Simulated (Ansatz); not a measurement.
in.yaml

```yaml
crystal:
  periodic: [false, false, false]
  atoms:
    - {symbol: Cl, position_ang: [0.000000, 0.000000, -1.268333]}
    - {symbol: H, position_ang: [0.000000, 0.000000, -0.079333]}
    - {symbol: H, position_ang: [0.000000, 0.000000, 1.347667]}
basis:
  gaussian: {orbitals: 6-31G}
magnetization: {spin_polarized: false, initial_magnetization: 1}
correlation: {method: fic_mrcisd_q_relaxed, electrons: outside_noble_gas, active_space: {window: {electrons: 9, orbitals: 6}, shells: [{species: Cl, l: s, shell: 3}, {species: Cl, l: p, shell: 3}, {species: H, l: s, shell: 1}]}}
```

```sh
$ ansatz run in.yaml --threads 1 --pin off --events-out ev --progress --plain --max-ram 2393MiB
```

**Question.** Roughly how long does this take on 1 thread of Arm Neoverse V1, shared host, and how much host memory?

**Answer.** 0.57 s wall and 0.14 GiB.

```
316 factors; integrals over basis functions are off by at most 4.8e-8 eV
mean field evaluation 1: about -12530.3643 eV, gradient 1.2e1 eV
mean field evaluation 2: about -12530.3653 eV, gradient 1.2e1 eV
mean field evaluation 4: about -12531.2844 eV, gradient 8.2e-1 eV
mean field evaluation 8: about -12531.2877 eV, gradient 9.5e-5 eV
mean field -12531.28774044 eV, -460.5163304494 hartree, gradient 1.4e-6 eV, S^2 0.750000; 0 other end points of the search recorded, 0 dependent functions left out
reference -12531.28774044 eV, -460.5163304494 hartree; 10, 9 occupied and 7, 8 virtual orbitals, 316 factors
state -12531.76597215 eV, -460.5339051406 hartree
contracted CI cycle   1: correlation 0.00000000 eV, 0.0000000000 hartree, residual 7.85e0 eV
contracted CI cycle   2: correlation -0.99295366 eV, -0.0364903740 hartree, residual 1.61e0 eV
contracted CI cycle   3: correlation -1.03648920 eV, -0.0380902756 hartree, residual 4.69e-1 eV
contracted CI cycle   4: correlation -1.04064966 eV, -0.0382431697 hartree, residual 1.64e-1 eV
contracted CI cycle   5: correlation -1.04114083 eV, -0.0382612197 hartree, residual 4.43e-2 eV
contracted CI cycle   6: correlation -1.04117433 eV, -0.0382624510 hartree, residual 1.32e-2 eV
contracted CI cycle   7: correlation -1.04117794 eV, -0.0382625837 hartree, residual 4.17e-3 eV
contracted CI cycle   8: correlation -1.04117840 eV, -0.0382626005 hartree, residual 1.89e-3 eV
contracted CI cycle   9: correlation -1.04117848 eV, -0.0382626033 hartree, residual 6.10e-4 eV
state -12531.76597215 eV, -460.5339051406 hartree; corrected -12532.82655565 eV, -460.5728808653 hartree
Total energy: -12532.82655565 eV, -460.5728808653 hartree
Checks for a lower state left out: starts, orbital_swaps
```

For the same geometry and basis full CI lies 8.5 meV lower.
